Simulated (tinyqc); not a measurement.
Geometry optimisation on the UHF/sto-6g surface (energies and gradients from PySCF), for OH+, spin multiplicity 3, step by step. Computed by tinyqc, a small Python program that keeps every step (integrals from PySCF). Settings: charge = 1, multiplicity = 3, basis = sto-6g, optimiser = bfgs, first Hessian = 0.15, largest step = 0.1, iteration cap = 30. Command: `OMP_NUM_THREADS=1 python tinyqc.py 20190 20191 out.jsonl` (the two numbers bound the seeds that draw the settings). One thread of a shared host (Intel(R) Xeon(R) Processor @ 2.60GHz), about 1 s of CPU time with the checks.

## Step 1: energy and gradient

positions at the start (bohr):
```
           x         y         z
1O  0.000000  0.000000  0.000000
2H  0.000000  0.000000  1.627054
```

Self-consistent energy and analytic gradient at these positions.

energy = -74.69635288 hartree

gradient (hartree/bohr):
```
             x           y            z
1O  0.00000000  0.00000000   0.35175431
2H  0.00000000  0.00000000  -0.35175431
```

## Step 1: move

Quasi-Newton step p = -H^(-1) g (first H = 0.15 times the unit matrix); steps longer than 0.1 bohr are cut back (factor 0.030 here).

positions after step 1 (bohr):
```
           x         y          z
1O  0.000000  0.000000  -0.070711
2H  0.000000  0.000000   1.697765
```

## Step 2: energy and gradient

As before.

energy = -74.73329892 hartree

gradient (hartree/bohr):
```
             x           y            z
1O  0.00000000  0.00000000   0.18266743
2H  0.00000000  0.00000000  -0.18266743
```

## Step 2: move

inverse Hessian in use (bohr^2/hartree), lower triangle:
```
          1         2         3         4         5         6
1  6.666667
2  0.000000  6.666667
3  0.000000  0.000000  3.542429
4  0.000000  0.000000  0.000000  6.666667
5  0.000000  0.000000  0.000000  0.000000  6.666667
6  0.000000  0.000000  3.124238  0.000000  0.000000  3.542429
```

Quasi-Newton step p = -H^(-1) g (the inverse Hessian comes from BFGS updates; coordinates in the order x, y, z of each atom); steps longer than 0.1 bohr are cut back (factor 0.926 here).

positions after step 2 (bohr):
```
           x         y          z
1O  0.000000  0.000000  -0.141421
2H  0.000000  0.000000   1.768476
```

## Step 3: energy and gradient

As before.

energy = -74.75074833 hartree

gradient (hartree/bohr):
```
             x           y            z
1O  0.00000000  0.00000000   0.07188023
2H  0.00000000  0.00000000  -0.07188023
```

## Step 3: move

inverse Hessian in use (bohr^2/hartree), lower triangle:
```
          1         2         3         4         5         6
1  6.666667
2  0.000000  6.666667
3  0.000000  0.000000  3.652462
4  0.000000  0.000000  0.000000  6.666667
5  0.000000  0.000000  0.000000  0.000000  6.666667
6  0.000000  0.000000  3.014205  0.000000  0.000000  3.652462
```

Quasi-Newton step p = -H^(-1) g (the inverse Hessian comes from BFGS updates; coordinates in the order x, y, z of each atom); steps longer than 0.1 bohr are cut back.

positions after step 3 (bohr):
```
           x         y          z
1O  0.000000  0.000000  -0.187299
2H  0.000000  0.000000   1.814354
```

## Convergence

Stop when the largest gradient component is below 3e-5 hartree/bohr. The inverse Hessian follows the BFGS update with s = step, y = change of gradient.

Course of the optimisation:

| step | E (hartree) | largest gradient (hartree/bohr) |
|---|---|---|
| 1 | -74.69635288 | 3.52e-01 |
| 2 | -74.73329892 | 1.83e-01 |
| 3 | -74.75074833 | 7.19e-02 |
| 4 | -74.75492354 | 2.15e-02 |
| 5 | -74.75541317 | 3.95e-03 |
| 6 | -74.75543176 | 2.87e-04 |
| 7 | -74.75543186 | 4.27e-06 |

Final distances (angstrom):

| pair | distance |
|---|---|
| 2H-1O | 1.084933 |

Converged in 7 steps.
